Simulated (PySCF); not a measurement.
Working with the constants of CCl⁻

UHF-CCSD(T) constants of CCl⁻, ³Σ⁻ (triplet), unpaired electrons π ↑↑ (C aug-cc-pVDZ, Cl aug-cc-pV(D+d)Z; no relativity (PySCF 2.14); masses 12.0000 and 34.9689 u):

```
ωe   : 438.2 cm⁻¹
ωexe : 4.31 cm⁻¹
Be   : 0.50644 cm⁻¹
αe   : 0.00834 cm⁻¹
```

Problem. What force constant and bond length do these constants imply?

Solution. Reduced mass μred = 8.9341 u; k = 5.8918×10⁻⁷·μred·ωe² (u, cm⁻¹, mdyn/Å) = 1.01 mdyn/Å; Re = √(16.8576/(μred·Be)) (u, cm⁻¹, Å) = 1.930 Å.

Problem. Estimate the centrifugal constant D from the Kratzer relation and find the Dunham coefficient a1.

Solution. D = 4Be³/ωe² = 2.71e-06 cm⁻¹; a1 = −1 − αeωe/(6Be²) = -3.37.

Correlated steps freeze 6 core orbitals. The state was picked by a PBE0 search and need not be the measured ground state.
